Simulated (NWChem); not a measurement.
NaCl; SMILES [Cl][Na]

Results from NWChem. Structure relaxed at the PBE0/def2-SVP level. Gas phase, vertical.

B3LYP/def2-SVPD, TDA puts singlet state 3 at 4.26 eV with oscillator strength 0.108; the lowest singlet and triplet lie at 3.55 and 3.48 eV.

Problem. Give the wavelength, the transition dipole and the radiative lifetime of that state in vacuum, and the vertical singlet-triplet gap.

Solution. 
1. λ = 1239.84/4.26 = 291 nm, or 34360 cm⁻¹.
2. f = (2/3) ΔE μ² in atomic units, so μ = √(1.5 f/ΔE) = 1.02 a.u. = 2.59 D.
3. τ = 1.499 s cm⁻² / (f ν²) = 12 ns, for a non-degenerate state that emits at the vertical energy; a higher state like this one mostly decays faster by other paths.
4. S1 − T1 = 0.07 eV; if both came from one orbital pair it would be twice their exchange integral.
